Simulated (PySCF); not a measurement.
**C₅H₅F: a tour of settings**

Which settings matter for C₅H₅F (`CC(F)=C1C=C1`)?

Computed with PySCF 2.14.0, with density-fitted response routines of our own, on a single molecule in the gas phase. Atoms are numbered from 0 throughout.

1 further run of the same task is left out (for a known fault of the program). Runs told in other sessions of the task aren't counted.

**1. The starting structure**

11 atoms, charge 0, multiplicity 1; geometry from: GFN2-xTB.

Bonds of the start (Å): C0–C1 1.49, C1–F2 1.38, C1–C3 1.31, C3–C4 1.46, C4–C5 1.32, C5–C3 1.45, C0–H6 1.09, C0–H7 1.09, C0–H8 1.09, C4–H9 1.06, C5–H10 1.06.

**2. NMR shieldings: PBE0/pcSseg-1**

Job settings and geometry (Å):

```
{"job": {"kind": "nmr", "xc": "PBE0", "basis": "pcSseg-1"}, "charge": 0, "multiplicity": 1}
C     -1.759425     0.318312     0.192535
C     -0.567474    -0.572306     0.067210
F     -0.884193    -1.912799     0.114927
C      0.685030    -0.225944    -0.076229
C      2.106621    -0.509110    -0.234585
C      1.747444     0.758716    -0.205078
H     -1.447521     1.357004     0.147831
H     -2.464255     0.118358    -0.614338
H     -2.269137     0.134718     1.138259
H      2.859215    -1.254184    -0.313918
H      1.999119     1.789906    -0.242577
```

With the program's defaults for keys left out, this is: GIAO PBE0/pcSseg-1 NMR shielding, non-relativistic, gas phase.

Command:

```sh
$ OMP_NUM_THREADS=1 python probes_run.py task.json out
```

One launch serves the whole session: the jobs run in the order shown.

Log:

```text
coarse grid: 9616 points
cycle   1  E = -292.8017363128  dE =  9.836e-01  |g| = 4.711e-01  |ddm| = 3.055e+00
cycle   2  E = -292.7920762491  dE =  9.660e-03  |g| = 5.847e-01  |ddm| = 1.091e+00
cycle   3  E = -292.8468511357  dE = -5.477e-02  |g| = 6.958e-02  |ddm| = 6.049e-01
cycle   4  E = -292.8475734664  dE = -7.223e-04  |g| = 3.126e-02  |ddm| = 7.728e-02
cycle   5  E = -292.8477766819  dE = -2.032e-04  |g| = 8.082e-03  |ddm| = 3.357e-02
cycle   6  E = -292.8477890091  dE = -1.233e-05  |g| = 3.690e-03  |ddm| = 9.041e-03
cycle   7  E = -292.8477921128  dE = -3.104e-06  |g| = 8.563e-04  |ddm| = 3.529e-03
final grid: 94504 points
cycle   8  E = -292.8914358281  dE = -2.722e-05  |g| = 6.681e-03  |ddm| = 3.330e-02
cycle   9  E = -292.8914314012  dE =  4.427e-06  |g| = 8.587e-03  |ddm| = 1.337e-02
cycle  10  E = -292.8914463713  dE = -1.497e-05  |g| = 1.205e-03  |ddm| = 7.536e-03
cycle  11  E = -292.8914466223  dE = -2.510e-07  |g| = 1.479e-04  |ddm| = 1.074e-03
cycle  12  E = -292.8914466247  dE = -2.448e-09  |g| = 9.642e-05  |ddm| = 2.172e-04
cycle  13  E = -292.8914466269  dE = -2.193e-09  |g| = 2.246e-05  |ddm| = 9.826e-05
cycle  14  E = -292.8914466270  dE = -1.088e-10  |g| = 6.698e-06  |ddm| = 2.157e-05
converged SCF energy = -292.8914466270

GIAO shielding tensors (ppm)
atom      isotropic    diamagn.    paramagn.     s11        s22        s33       span
  0 C      166.731     249.824     -83.093    151.343    162.398    186.453     35.109
  1 C       51.826     247.266    -195.440      5.778     68.546     81.153     75.375
  2 F      333.285     476.495    -143.210    285.508    355.697    358.650     73.142
  3 C       89.860     249.298    -159.438     -1.945     58.015    213.511    215.455
  4 C       48.429     256.240    -207.811    -73.412     30.022    188.677    262.088
  5 C       55.832     253.323    -197.491    -70.769     51.477    186.787    257.556
  6 H       29.922      30.515      -0.594     25.727     28.939     35.099      9.372
  7 H       29.370      28.523       0.847     25.592     27.303     35.216      9.625
  8 H       29.369      28.523       0.846     25.593     27.297     35.218      9.625
  9 H       23.452      32.629      -9.177     21.016     24.652     24.687      3.671
 10 H       23.945      31.733      -7.788     21.674     24.817     25.345      3.671
```

It took 11 s on 1 thread of Intel Xeon Platinum 8488C, shared host; peak memory 0.59 GiB.

Shifts follow as δ = σ(reference) − σ, with reference shieldings (ppm) from runs at the same level and on the same kind of geometry: 1H TMS 31.72, 13C TMS 186.9, 19F CFCl3 170.9. The references are single molecules in the gas phase, so shifts against H2O, NH3, PH3, H3PO4 or CFCl3 are not on the usual liquid scales and can be off by tens of ppm. Atoms listed in one row are averaged.

```tsv
atoms	environment	σ (ppm)	δ (ppm)	δ scaled to CDCl3
C4	alkene CH	48.4	138.5	133.3
C1	fully substituted alkene carbon bonded to F	51.8	135.1	129.9
C5	alkene CH	55.8	131.1	126.0
C3	fully substituted alkene carbon	89.9	97.1	92.8
C0	allylic methyl carbon	166.7	20.2	17.8
H9	hydrogen on an alkene CH	23.45	8.27	7.90
H10	hydrogen on an alkene CH	23.95	7.77	7.43
H6, H7, H8	hydrogen on an allylic methyl carbon	29.55	2.16	2.14
F2	vinylic fluorine	333.3	-162.3	–
```

The scaled column applies a straight-line fit of computed shieldings to shifts measured in CDCl3; 19F shifts take a fit of their own (root-mean-square error 0.16 ppm for H, 1.9 ppm for C).

Charges from the same density, by scheme (e):

```tsv
atoms	Mulliken	IAO	Hirshfeld	ESP fit
C0	-0.23	-0.44	-0.13	-0.55
C1	0.15	0.19	0.03	0.17
F2	-0.32	-0.31	-0.13	-0.20
C3	-0.04	-0.05	-0.05	-0.01
C4	-0.04	-0.11	-0.01	-0.21
C5	-0.07	-0.12	-0.02	-0.14
```

Mayer bond orders: C0–C1 1.09, C1–F2 0.87, C1–C3 1.72, C3–C4 0.87, C4–C5 1.68, C5–C3 0.86.

Ring of atoms C3, C4, C5: NICS(0) -24.5, NICS(1) -6.8, NICS(1)zz -9.6 ppm (means of both faces).

**3. TDDFT and polarisability: PBE0/def2-SVPD**

Settings changed since step 2:

```diff
@@ -1,2 +1,2 @@
-{"job": {"kind": "nmr", "xc": "PBE0", "basis": "pcSseg-1"}, "charge": 0, "multiplicity": 1}
+{"job": {"kind": "uv", "xc": "PBE0", "basis": "def2-SVPD", "nstates": 6, "ntriplets": 2}, "charge": 0, "multiplicity": 1}
 C     -1.759425     0.318312     0.192535
```

Level: TDDFT PBE0/def2-SVPD, vertical, gas phase, core orbitals frozen in the response.

Log:

```text
coarse grid: 9616 points
cycle   1  E = -292.6387271854  dE =  9.299e-01  |g| = 4.333e-01  |ddm| = 6.118e+00
cycle   2  E = -292.6276152040  dE =  1.111e-02  |g| = 5.425e-01  |ddm| = 1.323e+00
cycle   3  E = -292.6799752421  dE = -5.236e-02  |g| = 7.208e-02  |ddm| = 5.669e-01
cycle   4  E = -292.6807644895  dE = -7.892e-04  |g| = 3.107e-02  |ddm| = 1.199e-01
cycle   5  E = -292.6809744500  dE = -2.100e-04  |g| = 8.006e-03  |ddm| = 5.250e-02
cycle   6  E = -292.6809868352  dE = -1.239e-05  |g| = 3.620e-03  |ddm| = 1.657e-02
cycle   7  E = -292.6809898842  dE = -3.049e-06  |g| = 7.841e-04  |ddm| = 6.439e-03
final grid: 94504 points
cycle   8  E = -292.7245940591  dE = -2.401e-05  |g| = 6.600e-03  |ddm| = 1.140e-01
cycle   9  E = -292.7245890178  dE =  5.041e-06  |g| = 8.605e-03  |ddm| = 2.110e-02
cycle  10  E = -292.7246044671  dE = -1.545e-05  |g| = 1.175e-03  |ddm| = 1.037e-02
cycle  11  E = -292.7246047322  dE = -2.651e-07  |g| = 1.089e-04  |ddm| = 1.630e-03
cycle  12  E = -292.7246047337  dE = -1.437e-09  |g| = 7.041e-05  |ddm| = 3.228e-04
cycle  13  E = -292.7246047349  dE = -1.196e-09  |g| = 2.190e-05  |ddm| = 1.487e-04
cycle  14  E = -292.7246047350  dE = -1.106e-10  |g| = 6.832e-06  |ddm| = 4.030e-05
converged SCF energy = -292.7246047350

Static polarisability (au): isotropic 58.832, principal 39.481 55.531 81.484

Singlet excitations
state   eV       nm        f      main configurations
  1   3.8710    320.3   0.01123   H->L 0.99
  2   5.5297    224.2   0.00108   H->L+1 0.95
  3   5.9617    208.0   0.00059   H->L+2 0.61, H->L+3 0.32
  4   6.0971    203.3   0.00542   H->L+3 0.57, H->L+2 0.37
  5   6.5430    189.5   0.00001   H-1->L 0.98
  6   6.7335    184.1   0.00298   H->L+6 0.50, H->L+5 0.38

Triplet excitations (Tamm-Dancoff, eV): 2.8860 4.6803
```

It took 16 s on 1 thread of Intel Xeon Platinum 8488C, shared host; peak memory 0.71 GiB.

The orbitals next to the gap, with their largest atomic shares:

```tsv
orbital	eV	atoms
HOMO−3	-10.80	C5 29 %, C4 28 %, C3 23 %
HOMO−2	-10.03	F2 52 %, C0 15 %, C1 12 %
HOMO−1	-9.24	C3 33 %, C4 22 %, C5 18 %
HOMO	-5.82	C1 31 %, C3 25 %, C4 11 %
LUMO	-0.77	C5 40 %, C4 39 %, C3 7 %
LUMO+1	0.87	C5 26 %, C0 14 %, C4 13 %
LUMO+2	1.27	C4 30 %, H9 29 %, C0 12 %
```

With each of the 6 states as a Gaussian band of 0.4 eV half-width at 1/e, the curve within the window shown has maxima at 320 nm (ε 450), 203 nm (ε 260) L/(mol cm). Beyond the last state computed it falls off for lack of states. The curve at chosen wavelengths:

| nm | ε (L/mol/cm) |
| --- | --- |
| 176 | 70 |
| 184 | 140 |
| 192 | 180 |
| 200 | 247 |
| 208 | 234 |
| 216 | 147 |
| 224 | 80 |
| 233 | 39 |
| 241 | 18 |
| 249 | 7 |
| 257 | 4 |
| 265 | 9 |
| 273 | 29 |
| 281 | 75 |
| 289 | 155 |
| 297 | 259 |
| 305 | 363 |
| 313 | 434 |
| 321 | 454 |
| 330 | 417 |
| 338 | 349 |
| 346 | 268 |
| 354 | 192 |
| 362 | 129 |
| 370 | 83 |
| 378 | 50 |

Further results of this job:

```tsv
property	computed
dipole moment (D)	3.02
polarisability (Å³)	8.72
HOMO–LUMO gap (eV)	5.05
−ε(HOMO) (eV)	5.82
```

**4. Nuclear shieldings: PW91/3-21G**

Settings changed since step 3:

```diff
@@ -1,2 +1,2 @@
-{"job": {"kind": "uv", "xc": "PBE0", "basis": "def2-SVPD", "nstates": 6, "ntriplets": 2}, "charge": 0, "multiplicity": 1}
+{"job": {"kind": "nmr", "xc": "PW91", "basis": "3-21G", "pop": true, "grid": 4}, "charge": 0, "multiplicity": 1}
 C     -1.759425     0.318312     0.192535
```

With the program's defaults for keys left out, this is: GIAO PW91/3-21G NMR shielding, non-relativistic, gas phase.

Log:

```text
coarse grid: 9616 points
cycle   1  E = -291.4175709840  dE =  7.140e-01  |g| = 5.087e-01  |ddm| = 3.683e+00
cycle   2  E = -291.3555315354  dE =  6.204e-02  |g| = 8.074e-01  |ddm| = 1.907e+00
cycle   3  E = -291.4681563634  dE = -1.126e-01  |g| = 1.351e-01  |ddm| = 1.190e+00
cycle   4  E = -291.4718834077  dE = -3.727e-03  |g| = 4.427e-02  |ddm| = 2.379e-01
cycle   5  E = -291.4722283178  dE = -3.449e-04  |g| = 2.476e-02  |ddm| = 7.245e-02
cycle   6  E = -291.4723789035  dE = -1.506e-04  |g| = 7.017e-03  |ddm| = 3.274e-02
cycle   7  E = -291.4723907063  dE = -1.180e-05  |g| = 2.260e-03  |ddm| = 9.619e-03
cycle   8  E = -291.4723919059  dE = -1.200e-06  |g| = 7.910e-04  |ddm| = 3.440e-03
final grid: 250416 points
cycle   9  E = -291.5191796377  dE = -2.511e-05  |g| = 9.415e-03  |ddm| = 3.189e-02
cycle  10  E = -291.5191411447  dE =  3.849e-05  |g| = 1.733e-02  |ddm| = 3.156e-02
cycle  11  E = -291.5191952331  dE = -5.409e-05  |g| = 2.255e-03  |ddm| = 2.292e-02
cycle  12  E = -291.5191963950  dE = -1.162e-06  |g| = 8.095e-04  |ddm| = 3.234e-03
cycle  13  E = -291.5191965592  dE = -1.642e-07  |g| = 1.298e-04  |ddm| = 1.033e-03
cycle  14  E = -291.5191965631  dE = -3.940e-09  |g| = 4.666e-05  |ddm| = 2.066e-04
cycle  15  E = -291.5191965637  dE = -5.732e-10  |g| = 6.857e-06  |ddm| = 7.615e-05
converged SCF energy = -291.5191965637

GIAO shielding tensors (ppm)
atom      isotropic    diamagn.    paramagn.     s11        s22        s33       span
  0 C      185.143     249.496     -64.353    171.567    179.852    204.010     32.443
  1 C       86.991     245.800    -158.810     54.089     98.061    108.822     54.733
  2 F      340.328     465.282    -124.954    272.997    337.280    410.708    137.711
  3 C      121.390     247.690    -126.300     51.819     93.728    218.623    166.804
  4 C       87.442     263.435    -175.993     -3.086     68.161    197.251    200.336
  5 C       91.938     257.357    -165.419     -2.873     81.406    197.280    200.153
  6 H       31.300      30.391       0.909     26.624     30.532     36.743     10.118
  7 H       30.910      29.997       0.914     27.358     28.827     36.546      9.188
  8 H       30.909      29.995       0.915     27.360     28.821     36.547      9.187
  9 H       25.420      32.004      -6.585     24.255     25.083     26.921      2.666
 10 H       25.663      30.643      -4.980     24.430     25.683     26.878      2.448
```

It took 11 s on 1 thread of Intel Xeon Platinum 8488C, shared host; peak memory 0.48 GiB.

Key values: δ C1 118.1, C4 117.7, C5 113.2, C3 83.7, H9 7.72, H10 7.48 ppm.

**5. Spin-spin couplings: PBE0/def2-SVPD**

Settings changed since step 4:

```diff
@@ -1,2 +1,2 @@
-{"job": {"kind": "nmr", "xc": "PW91", "basis": "3-21G", "pop": true, "grid": 4}, "charge": 0, "multiplicity": 1}
+{"job": {"kind": "j", "xc": "PBE0", "basis": "def2-SVPD"}, "charge": 0, "multiplicity": 1}
 C     -1.759425     0.318312     0.192535
```

Method: PBE0/def2-SVPD indirect spin-spin coupling, non-relativistic, gas phase.

Log:

```text
coarse grid: 9616 points
cycle   1  E = -292.6387271854  dE =  9.299e-01  |g| = 4.333e-01  |ddm| = 6.118e+00
cycle   2  E = -292.6276152040  dE =  1.111e-02  |g| = 5.425e-01  |ddm| = 1.323e+00
cycle   3  E = -292.6799752421  dE = -5.236e-02  |g| = 7.208e-02  |ddm| = 5.669e-01
cycle   4  E = -292.6807644895  dE = -7.892e-04  |g| = 3.107e-02  |ddm| = 1.199e-01
cycle   5  E = -292.6809744500  dE = -2.100e-04  |g| = 8.006e-03  |ddm| = 5.250e-02
cycle   6  E = -292.6809868352  dE = -1.239e-05  |g| = 3.620e-03  |ddm| = 1.657e-02
cycle   7  E = -292.6809898842  dE = -3.049e-06  |g| = 7.841e-04  |ddm| = 6.439e-03
final grid: 94504 points
cycle   8  E = -292.7245940591  dE = -2.401e-05  |g| = 6.600e-03  |ddm| = 1.140e-01
cycle   9  E = -292.7245890178  dE =  5.041e-06  |g| = 8.605e-03  |ddm| = 2.110e-02
cycle  10  E = -292.7246044671  dE = -1.545e-05  |g| = 1.175e-03  |ddm| = 1.037e-02
cycle  11  E = -292.7246047322  dE = -2.651e-07  |g| = 1.089e-04  |ddm| = 1.630e-03
cycle  12  E = -292.7246047337  dE = -1.437e-09  |g| = 7.041e-05  |ddm| = 3.228e-04
cycle  13  E = -292.7246047349  dE = -1.196e-09  |g| = 2.190e-05  |ddm| = 1.487e-04
cycle  14  E = -292.7246047350  dE = -1.106e-10  |g| = 6.832e-06  |ddm| = 4.030e-05
converged SCF energy = -292.7246047350

Indirect spin-spin couplings (Hz)
  i      j    bonds     total        FC       PSO       DSO        SD
  0 C    1 C    1    126.016   126.877    -1.118     0.256         -
  0 C    2 F    2     68.698    71.626    -3.091    -0.116     0.279
  0 C    3 C    2     13.351    13.520    -0.147    -0.022         -
  0 C    4 C    3      5.419     5.562    -0.061    -0.082         -
  0 C    5 C    3      1.498     1.494     0.030    -0.026         -
  0 C    6 H    1    157.337   155.663     0.970     0.704         -
  0 C    7 H    1    162.294   160.652     0.941     0.701         -
  0 C    8 H    1    162.439   160.799     0.940     0.701         -
  0 C    9 H    4      0.578     0.700     0.204    -0.326         -
  0 C   10 H    4      0.880     0.896     0.100    -0.116         -
  1 C    2 F    1   -359.354  -385.721    17.624     0.940     7.803
  1 C    3 C    1    301.341   307.201    -6.174     0.314         -
  1 C    4 C    2     -8.128    -6.471    -1.582    -0.075         -
  1 C    5 C    2      5.708     6.586    -0.808    -0.070         -
  1 C    6 H    2     -4.395    -4.410     0.007     0.008         -
  1 C    7 H    2    -17.340   -17.267    -0.069    -0.004         -
  1 C    8 H    2    -17.307   -17.235    -0.068    -0.005         -
  1 C    9 H    3     -1.071    -0.494    -0.239    -0.338         -
  1 C   10 H    3     -3.939    -3.557    -0.074    -0.308         -
  2 F    3 C    2     83.579    86.903   -10.215    -0.095     6.985
  2 F    4 C    3     23.594    16.988     3.764    -0.109     2.950
  2 F    5 C    3     23.943    29.592    -5.069    -0.361    -0.219
  2 F    6 H    3     47.972    49.779     0.118    -2.063     0.137
  2 F    7 H    3     -1.090    -1.639     1.171    -0.318    -0.304
  2 F    8 H    3     -1.138    -1.685     1.169    -0.319    -0.302
  2 F    9 H    4      7.149     5.654     1.660    -0.477     0.312
  2 F   10 H    4      3.996     5.339    -0.170    -1.392     0.220
  3 C    4 C    1     61.221    62.689    -1.669     0.200         -
  3 C    5 C    1     66.258    67.766    -1.709     0.201         -
  3 C    6 H    3      1.803     1.966    -0.296     0.133         -
  3 C    7 H    3      8.037     8.158     0.196    -0.316         -
  3 C    8 H    3      8.019     8.139     0.196    -0.316         -
  3 C    9 H    2      2.058     2.313     0.333    -0.588         -
  3 C   10 H    2      2.778     3.048     0.322    -0.592         -
  4 C    5 C    1    143.846   150.130    -6.419     0.135         -
  4 C    6 H    4      0.456     0.715     0.001    -0.261         -
  4 C    9 H    1    300.902   301.537    -1.380     0.745         -
  4 C   10 H    2     -4.916    -4.035     0.031    -0.913         -
  5 C    6 H    4      0.582     0.537    -0.097     0.143         -
  5 C    7 H    4      0.167     0.270     0.127    -0.231         -
  5 C    8 H    4      0.171     0.274     0.128    -0.231         -
  5 C    9 H    2     -4.338    -3.474     0.049    -0.913         -
  5 C   10 H    1    297.150   297.711    -1.310     0.749         -
  6 H    7 H    2    -14.073   -13.570     2.119    -2.622         -
  6 H    8 H    2    -14.056   -13.552     2.121    -2.625         -
  6 H    9 H    5     -0.290     0.114     0.795    -1.200         -
  6 H   10 H    5      0.157     0.002    -0.333     0.487         -
  7 H    8 H    2    -14.908   -14.471     2.058    -2.495         -
  7 H    9 H    5     -0.587    -0.247     0.798    -1.138         -
  7 H   10 H    5     -0.689    -0.462     0.610    -0.837         -
  8 H    9 H    5     -0.587    -0.247     0.799    -1.139         -
  8 H   10 H    5     -0.690    -0.463     0.610    -0.837         -
  9 H   10 H    3      1.550     2.393     1.815    -2.658         -
```

Run time: 17 s. Hardware: 1 thread of Intel Xeon Platinum 8488C, shared host; peak memory 0.69 GiB.

The basis is not made for couplings: without tight functions at the nuclei these values are rough.

Couplings of 1 Hz or more over one to four bonds, nine at most for each number, with means over like pairs (isotopes 13C, 19F, 1H):

```tsv
pair	bonds	J (Hz)	Fermi contact (Hz)	dihedral (°)
C1–F2	1	-359.4	-385.7	–
C1–C3	1	301.3	307.2	–
C4–H9	1	300.9	301.5	–
C5–H10	1	297.1	297.7	–
C0–H6	1	160.7	159.0	–
C4–C5	1	143.8	150.1	–
C0–C1	1	126.0	126.9	–
C3–C5	1	66.3	67.8	–
C3–C4	1	61.2	62.7	–
F2–C3	2	83.6	86.9	–
C0–F2	2	68.7	71.6	–
H6–H7	2	-14.3	-13.9	–
C0–C3	2	13.4	13.5	–
C1–H6	2	-13.0	-13.0	–
C1–C4	2	-8.1	-6.5	–
C1–C5	2	5.7	6.6	–
C4–H10	2	-4.9	-4.0	–
C5–H9	2	-4.3	-3.5	–
F2–C5	3	23.9	29.6	180
F2–C4	3	23.6	17.0	0
F2–H6	3	15.2	15.5	–
C3–H6	3	6.0	6.1	–
C0–C4	3	5.4	5.6	-180
C1–H10	3	-3.9	-3.6	0
H9–H10	3	1.6	2.4	0
C0–C5	3	1.5	1.5	0
C1–H9	3	-1.1	-0.5	0
F2–H9	4	7.1	5.7	–
F2–H10	4	4.0	5.3	–
```

Means hide unlike values in this fixed geometry: C1–H6 from -17.3 to -4.4 Hz; F2–H6 from -1.1 to 48.0 Hz; C3–H6 from 1.8 to 8.0 Hz. They hold only if the pairs exchange fast.

The spin-dipole term was solved for some atoms only; pairs without it lack that part.

Joined with the shifts from before (PBE0/pcSseg-1, scaled to CDCl3), the couplings predict the line list below for 600 MHz.

1H NMR δ 7.90 (dd, J = 7.1, 1.6 Hz, 1H), 7.43 (dd, J = 4.0, 1.6 Hz, 1H), 2.14 (d, J = 15.2 Hz, 3H).

**6. Run by run: NMR shifts**

Shifts (ppm) of some atoms, chosen among heavy atoms and hydrogens apart, with basis size and wall time:

```tsv
run	C4	C1	C5	C3	H9	H10	F2	functions	time
PBE0/pcSseg-1	138.5	135.1	131.1	97.1	8.27	7.77	-162.3	127	11 s
PW91/3-21G	117.7	118.1	113.2	83.7	7.72	7.48	-184.5	64	11 s
```

**7. What came out**

```
                                                              quantity                                value
                                13C shifts against TMS (PBE0/pcSseg-1)  138.5, 135.1, 131.1, 97.1, 20.2 ppm
1H shifts against TMS (PBE0/pcSseg-1, means over atoms taken as alike)                 8.27, 7.77, 2.16 ppm
                              19F shifts against CFCl3 (PBE0/pcSseg-1)                           -162.3 ppm
                                       lowest singlet (PBE0/def2-SVPD)          3.87 eV (320 nm), f = 0.011
                                                        lowest triplet                              2.89 eV
                        largest coupling of the table (PBE0/def2-SVPD)             1J(C,F) C1–F2, -359.4 Hz
                                              range of the shift of F2                 -184.5 to -162.3 ppm
```

**Reading.** Single values in the summary come from the first sound run of each kind (PBE0/pcSseg-1; PBE0/def2-SVPD; PBE0/def2-SVPD), which need not be the best level. The lowest singlet, at 3.87 eV, is HOMO→LUMO 0.99 and is weak. The lowest triplet lies 0.98 eV below the lowest singlet (triplets in Tamm-Dancoff, singlets in full TDDFT). Of the pairs tabulated at PBE0/def2-SVPD, C1–F2 couples most strongly (-359.4 Hz; Fermi contact -385.7 Hz). Across the 2 runs the shift of F2 moves most, between -184.5 (PW91/3-21G) and -162.3 ppm (PBE0/pcSseg-1). Part of that comes from the computed reference. Couplings from bases without tight functions are rough.
